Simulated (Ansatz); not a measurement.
Geometry optimisation, Ansatz 0.2.0, RKS LDA/6-31G*.

input.yaml

```yaml
crystal:
  periodic: [false, false, false]
  atoms:
    - { symbol: Al, position_ang: [0.0, 0.0, 0.0] }
    - { symbol: C, position_ang: [0.0, 0.0, 2.32] }
    - { symbol: H, position_ang: [-0.9996, -0.3092, 2.6905] }
    - { symbol: H, position_ang: [0.7676, -0.7111, 2.6905] }
    - { symbol: H, position_ang: [0.232, 1.0203, 2.6905] }
    - { symbol: F, position_ang: [1.4635, 0.0, -0.845] }
    - { symbol: H, position_ang: [-1.351, 0.0, -0.78] }
    - { symbol: H, position_ang: [-0.2382, -1.749, 0.5865] }
    - { symbol: H, position_ang: [-0.19, -1.3947, 1.5677] }
basis:
  gaussian: { orbitals: "6-31G*" }
hamiltonian:
  xc: lda
relax:
  f_tol: 0.15
  max_steps: 25
  restrain:
    - { distance: [0, 7], at: 2.76, k: 30.0 }
    - { distance: [8, 1], at: 2.31, k: 30.0 }
    - { distance: [0, 1], at: 1.97, k: 30.0 }
    - { distance: [8, 7], at: 0.66, k: 30.0 }
```

Launched with:

```bash
$ ansatz run input.yaml --threads 1 --pin off --max-ram 2048MiB --backend cpu --events-out ev --progress --plain --runs-dir out
```

Where does it end, and by what steps?

The forces met the threshold. The restraints hold the end off the free minimum; the threshold counts their pulls, which the force column leaves out. Restrained pairs: Al1–H8 (1.86 → 2.76 Å), C2–H9 (1.60 → 2.32 Å), Al1–C2 (2.32 → 1.96 Å), H8–H9 (1.04 → 0.72 Å). After 8 steps the energy has fallen by 1.683 eV (the restraints' own energy left out); H8 moved furthest, 0.79 Å.

```
step  energy less start (eV)  largest force component (eV/Å)  accepted
   0                  0.0000                           3.345       yes
   1                 -0.7593                           1.884       yes
   2                 -0.8242                           3.248       yes
   3                 -1.2175                           2.354       yes
   4                 -1.6244                           1.207       yes
   5                 -1.6720                           1.323       yes
   6                 -1.6700                           1.482       yes
   7                 -1.6787                           1.457       yes
   8                 -1.6830                           1.529       yes
```

```xyz
9
Properties=species:S:1:pos:R:3
Al 0.013 0.174 0.237
C 0.053 0.158 2.195
H -0.896 -0.226 2.615
H 0.885 -0.443 2.605
H 0.183 1.189 2.578
F 1.450 0.172 -0.589
H -1.295 0.217 -0.679
H -0.415 -2.493 0.786
H -0.294 -1.893 1.171
```

Run time: 6.3 s on 1 thread of Intel(R) Xeon(R) 6975P-C (Granite Rapids) (shared host), peak memory 0.14 GiB.
